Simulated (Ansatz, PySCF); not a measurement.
Species: molecular nitrogen, N$_{2}$, net charge 0, singlet state. 
Structure (B3LYP-D3(BJ)/def2-TZVP (Ansatz, an electronic-structure program) minimum search):
```xyz
2

N      0.0000     0.0000    -0.5454
N      0.0000     0.0000     0.5454
```

Total electronic energies in hartree. Cores are frozen in the correlated levels unless marked. No spin-orbit coupling. Non-relativistic. CBS(X,Y): correlation extrapolated as X^-3; Hartree-Fock from the larger set (for Q and 5 zeta extrapolated as (X+1)exp(-9√X)).

```csv
level,program,energy (Eh)
HF/aug-cc-pVDZ,Ansatz,-108.96138
HF/aug-cc-pVQZ,Ansatz,-108.99281
HF-D4/def2-TZVPD,PySCF + dftd4,-108.99128
TPSSh-D3(BJ)/def2-TZVPD,PySCF + dftd3,-109.57414
HSE06-D4/def2-TZVPD,Ansatz + dftd4,-109.44191
MP2/cc-pwCVTZ,Ansatz,-109.36491
CCSD/def2-TZVPP,Ansatz,-109.35894
CCSD(T)/cc-pVDZ,Ansatz,-109.27430
"CCSD(T)/CBS(cc-pVQZ,cc-pV5Z)",Ansatz,-109.4228
```

Totals of different functionals don't rank their quality; only differences between species are comparable.
